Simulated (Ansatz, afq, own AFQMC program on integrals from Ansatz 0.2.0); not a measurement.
# MgSi, singlet in cc-pVDZ, levels against full CI

```xyz
2

Si    0.0000    0.0000    0.0000
Mg    0.0000    0.0000    3.5580
```

Basis cc-pVDZ. Only valence electrons are correlated. AFQMC by an in-house program on the Cholesky factors that Ansatz 0.2.0 writes for its CCSD(T) run. ph-AFQMC/CISD is guided by a CISD state made of CCSD amplitudes; releasing the constraint for a short imaginary time cuts its bias at the price of noise, slowly where states lie close. Error bars are statistical, one sigma.

Determinant: RHF, the one that the program's search chose, which needn't be the lowest solution. The geometry is a point of a scan.

Full CI on the same integrals is exact in this basis and with this determinant's frozen core.

Cautions: higher spins were not checked; restricted determinant unstable towards unrestricted (UHF 1.33 eV lower, ⟨S²⟩ 1.16); strong correlation (T1 0.021, weight of the determinant 0.75, largest double 0.27); the CCSDT(Q) amplitudes may be one of several solutions (largest double 0.73); the CCSDTQ amplitudes may be one of several solutions (largest double 0.83); the released energies move by 1.5 errors or more from one time to the next, so no released level is given (meV from the phaseless value at times in 1/Eh: -13 ± 8 at 0.24, -18 ± 6 at 0.51, -33 ± 6 at 0.99, -30 ± 5 at 1.62, -41 ± 6 at 2.40); the determinant fills πx and πy unequally, so it mixes two states of the linear molecule, and each level undoes that mixture to a different degree, while full CI gives the lower state, and by Hund's rule a triplet of that filling probably lies lower still; CCSDTQ on the UHF determinant differs (974 meV lower), perhaps since the unrestricted series falls towards higher spin.

The T1 diagnostic is 0.0211, the weight of the determinant in the CISD state is 0.755 and the size of the correlated space is 6 electrons in 26 orbitals.

| level | correlation energy (eV) |
| --- | --- |
| MP2 | -2.2245 |
| CCSD | -3.2646 |
| CCSD(T) | -3.3883 |

Task: Estimate where full CI lies against CCSD(T) on the same integrals.

Result: 139.4 meV below CCSD(T).

Reference: full CI, correlation energy -3.528 eV. The cautions show a poor starting determinant, so the rows tell how each method copes with it here, and full CI is the sure value.

| level | E − E(reference) (meV) | share of correlation (%) |
| --- | --- | --- |
| CCSD(T) | 139.4 | 96.05 |
| CCSDT | 26.0 | 99.26 |
| CCSDT(Q) | 4.5 | 99.87 |
| CCSDTQ | 0.6 | 99.98 |
| ph-AFQMC/CISD | 139.4 ± 7.5 | 96.05 |

CCSDT and higher add their correlation energy to the determinant of the CCSD(T) run, since their own runs factorise the integrals more tightly (a shift of under 2 meV).
